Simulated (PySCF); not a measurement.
Compound: LiH.
SMILES: `[LiH]`

The calculation used PBE0-D3(BJ)/def2-SVP geometry optimisation, gas phase (PySCF).

Masses are those of the commonest isotopes; rigid-rotor values at the optimised geometry. 

Question: What are the moment of inertia and the rotational constant?

Answer: I = 2.250 u·Å², B = 505379 MHz·u·Å²/I = 224638 MHz (7.4931 cm⁻¹, or 10.781 K as hB/k). For two atoms I = μr² with μ = 0.8812 u and r = 1.5978 Å.

Question: List the first levels of a rigid rotor in a Σ state.

Answer: E(J) = BJ(J+1): J = 1: 14.986, J = 2: 44.959, J = 3: 89.917, J = 4: 149.862, J = 5: 224.793, J = 6: 314.710 cm⁻¹.

Question: Where do the first rotational lines fall?

Answer: The dipole is 5.63 D; J+1 ← J lies at 2B(J+1): 1 ← 0 at 449.28 GHz, 2 ← 1 at 898.55 GHz, 3 ← 2 at 1347.83 GHz, 4 ← 3 at 1797.10 GHz, 5 ← 4 at 2246.38 GHz, 6 ← 5 at 2695.65 GHz.

Whether it is a minimum is left open (no frequencies). These are rigid-rotor constants of the computed structure; measured ground-state constants (B0) also hold zero-point vibration.

Hardware: Intel Xeon 6975P-C, one thread, shared host with 192 logical CPUs at a one-minute load of 80. Cost: 0.59 s of wall time, 0.22 GiB resident at most. This is the geometry optimisation.
